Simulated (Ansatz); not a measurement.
Gas-phase electronic energies from Ansatz, PBE0-D4/def2-TZVP geometries. CCSD(T)/CBS adds triple-zeta CCSD(T) − MP2 to the extrapolated MP2 energy (def2 sets, frozen cores). This one scheme is used for every species. DFT in def2-TZVPP. B3LYP here is the variant with VWN-RPA as its local correlation; programs differ in this. HSE06 is defined as in plane-wave codes.

`C#CC#C` + CH₃NH₂ → `C#CNC` + acetylene  (substitution at a C–C bond)

| level | ΔE (kcal/mol) | difference from CCSD(T)/CBS |
| --- | --- | --- |
| LDA (SPW92) | 12.3 | 0.3 |
| PBE-D4 | 13.8 | 1.8 |
| revPBE-D4 | 13.7 | 1.7 |
| BLYP-D4 | 13.9 | 1.9 |
| r2SCAN-D4 | 13.9 | 1.9 |
| B3LYP-D4 | 12.6 | 0.6 |
| r2SCANh-D4 | 13.2 | 1.2 |
| r2SCAN0-D4 | 12.2 | 0.2 |
| HSE06-D4 | 12.4 | 0.4 |
| BHLYP-D4 | 10.9 | -1.1 |
| CAM-B3LYP-D4 | 10.3 | -1.7 |
| ωB97X-V | 9.3 | -2.7 |
| ωB97M-V | 9.8 | -2.2 |
| B2PLYP | 13.0 | 1.0 |
| PBE-QIDH | 12.0 | 0.0 |
| PBE | 14.1 | 2.1 |
| revPBE | 14.6 | 2.6 |
| BLYP | 14.5 | 2.5 |
| r2SCAN | 14.0 | 2.0 |
| PBE0 | 12.5 | 0.5 |
| B3LYP | 13.1 | 1.1 |
| r2SCANh | 13.3 | 1.3 |
| r2SCAN0 | 12.3 | 0.3 |
| BHLYP | 11.2 | -0.8 |
| LC-ωPBE | 9.0 | -3.0 |
| RPA@PBE/def2-TZVPP | 10.9 | -1.1 |
| HF/def2-SVP | 7.8 | -4.2 |
| MP2/def2-SVP | 12.2 | 0.2 |
| CCSD/def2-SVP | 10.0 | -2.0 |
| CCSD(T)/def2-SVP | 10.8 | -1.2 |
| HF/def2-TZVPP | 8.8 | -3.2 |
| MP2/def2-TZVPP | 13.5 | 1.5 |
| SCS-MP2/def2-TZVPP | 12.7 | 0.7 |
| CCSD/def2-TZVPP | 11.0 | -1.0 |
| CCSD(T)/def2-TZVPP | 11.9 | -0.1 |
| HF/def2-QZVPP | 8.8 | -3.2 |
| MP2/def2-QZVPP | 13.6 | 1.6 |
| HF/CBS(def2) | 8.8 | -3.2 |
| MP2/CBS(def2) | 13.6 | 1.6 |
| CCSD/CBS(def2) | 11.1 | -0.9 |
| CCSD(T)/CBS | 12.0 | 0 |

Largest T1 diagnostic among the species: 0.014.

From r2SCAN to r2SCAN0 (25 % exact exchange), in def2-TZVPP and without D4, ΔE moves by −1.6 kcal/mol. Leaving LDA and LC-ωPBE aside and taking each functional with its dispersion term where it has one, the values, not all of them listed here, spread over 6.0 kcal/mol, from ωB97X-V to B97M-V. LDA lies −1.8 kcal/mol from PBE without D4. At CCSD(T), def2-SVP lies −1.2 kcal/mol from the extrapolated value and def2-TZVPP −0.1 kcal/mol.
